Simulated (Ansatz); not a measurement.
Antiferromagnetic (type II) rock-salt NiO was calculated with r²SCAN+rVV10 (PAW; Ansatz, an electronic-structure program).

Input:

Ansatz 0.2 input:
```yaml
crystal:
  lattice:
    - [4.1705432977, 2.0789561505, 2.0789561505]
    - [2.0789561505, 4.1705432977, 2.0789561505]
    - [2.0789561505, 2.0789561505, 4.1705432977]
  atoms:
    - { symbol: Ni, position: [0.0, 0.0, 0.0], spin: 2.0 }
    - { symbol: Ni, position: [0.5, 0.5, 0.5], spin: -2.0 }
    - { symbol: O, position: [0.25, 0.25, 0.25], spin: 0.0 }
    - { symbol: O, position: [0.75, 0.75, 0.75], spin: 0.0 }
basis:
  ecutwfc: 560
  ecutrho_ratio: 4
  xc_grid: 3
kpoints:
  mp_grid: { grid: [14, 14, 14] }
hamiltonian:
  xc: r2scan
  dispersion: rvv10
  pseudopotentials: { kind: paw }
scf:
  occupations: { method: fermi_dirac, width: 0.01 }
output:
  forces: true
  stress: true
  eigenvalues: true
magnetization:
  spin_polarized: true
relax:
  f_tol: 0.004
  escape_saddle: false
  max_steps: 80
  cell: { stress_tol: 0.02, fix: [volume] }
```

From the output:

```
Relaxation: its limit of steps is 80 (relax.max_steps)
Crystal: 4 atoms, lattice volume = 36.435 Å³
Basis set: ecut = 560 eV, 1105 PW (Γ), FFT grids on a1−a3, a2−a3, a3, exchange–correlation on 72×72×120 points (27 copies of the dense FFT grid, shifted against one another)
Bands: 32, of which v1, the nominal top of the filled ones, is band 24 counted from 1 (23 counted from 0)
Symmetry: 12 space group operations
Space group: R-3m (ITA 166), of the structure as read, at distance tolerance 3.3e-5 Å
k-points: 288 of 2744
Initial density: superposition of atomic densities (chi_scale 0.1, normalization cell, long waves kept (reshape's long-wave potential 0.00 eV rms))
Functional: x = r2scan, c = r2scan + rvv10(b = 11.95, C = 0.0093); τ floored in thin density (d = 2e-4 eV/Å³)
SCF 1 converged in 13 iterations: F = -12824.768714 eV  dr2 = 2.16e-8
Crystal: 4 atoms, lattice volume = 36.435 Å³
Initial density: handed on by an earlier stage of this run
SCF 2 converged in 5 iterations: F = -12824.768717 eV  dr2 = 8.30e-10
Crystal: 4 atoms, lattice volume = 36.435 Å³
SCF 3 converged in 12 iterations: F = -12824.768718 eV  dr2 = 7.24e-13
SCF converged after 12 iterations
Magnetization: 0.0000 μB (24.0000 up, 24.0000 down)
Free energy (F): -12824.768718 eV
Internal energy: -12824.768718 eV  (E = F + TS)
E sigma→0 (E₀):  -12824.768718 eV
Fermi energy:    14.482886 eV
--- Forces (eV/Å), atoms counted from 1 ---
  atom   1  Ni    -0.00000000    -0.00000000    -0.00000000
  atom   2  Ni     0.00000000     0.00000000     0.00000000
  atom   3  O      0.00000000     0.00000000     0.00000000
  atom   4  O     -0.00000000    -0.00000000    -0.00000000
--- Stress (GPa, compression-positive) ---
       -4.249783       0.008170       0.008170
        0.008170      -4.249783       0.008170
        0.008170       0.008170      -4.249783
  P = ⅓ Tr σ = -4.2498 GPa (-42.498 kbar)
```

The cell is one volume of an energy–volume scan, off the minimum.

The PAW data were made under PBE.

Note: without U or exact exchange, gaps and moments of open d shells tend to come out too small.
